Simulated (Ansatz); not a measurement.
# Reading a saddle point

A first-order saddle point of SiPNH8, closed shell, PBE0-D4/def2-TZVP, with one imaginary mode of 386i cm⁻¹:

```
atom    x (Å)    y (Å)    z (Å)
 Si1  -1.0841  -0.5537   0.4773
  N2   0.7497  -0.4414   0.7816
  H3  -1.7707   0.7220   0.7387
  H4  -1.3998  -1.4427   1.6464
  H5  -1.4001  -1.3373  -0.7281
  H6   0.9031   0.2239  -0.0944
  P7  -0.0341   1.1948  -1.6706
  H8   1.0012  -0.0041   1.6661
  H9   1.2418  -1.3289   0.6984
 H10   0.7003   2.3000  -1.1488
 H11   1.0930   0.6673  -2.3667
```

Computed with Ansatz 0.2.0 (basis: def2-TZVPP and def2-QZVPP); correlated methods freeze the cores. Extrapolation: Hartree–Fock as exp(−7.88 √X), correlation as X^−2.97.

Task: Which contacts change along the imaginary mode, and what lies on either side? (A judgement: the text doesn't fix the answer.)

Result: Computed: The step is SiNH₅ ([NH2][SiH3]) + PH₃ → SiPH₅ ([SiH3][PH2]) + NH₃, with the molecules in contact on both sides. Shortening one way: Si1–P7, N2–H6; lengthening the same way: Si1–N2, H6–P7.
```tsv
pair	one side (Å)	saddle (Å)	other side (Å)
Si1–P7	4.13	2.96	2.26
N2–H6	2.74	1.11	1.01
Si1–N2	1.72	1.86	3.04
H6–P7	1.42	2.07	3.49
```

Task: Which side is lower, and how far does the saddle lie above each? (Judge from chemistry; the value comes from the calculation.)

Result: By the calculation: The side with Si1–N2, H6–P7 short is lower by 3.50 kcal/mol; the saddle lies 39.80 kcal/mol above it and 36.30 kcal/mol above the other (CCSD(T) at an estimated basis limit (MP2 extrapolated from triple and quadruple zeta, plus CCSD(T) − MP2 in triple zeta); electronic energies).

The T1 diagnostic stays at or below 0.014. The start structure is not quite a true minimum (one mode of 27i cm⁻¹).

Labels in which every atom is bracketed show which atoms are joined, not bond orders.

For scale, one of the runs: CCSD(T)/def2-TZVPP, 227 basis functions, launched by `ansatz run in.yaml --threads 4 --pin off --events-out ev --progress --plain --max-ram 9574MiB`. Hardware: 4 CPU threads of an Arm Neoverse V1, shared host. Wall time 59 s; peak host memory 3.5 GiB.
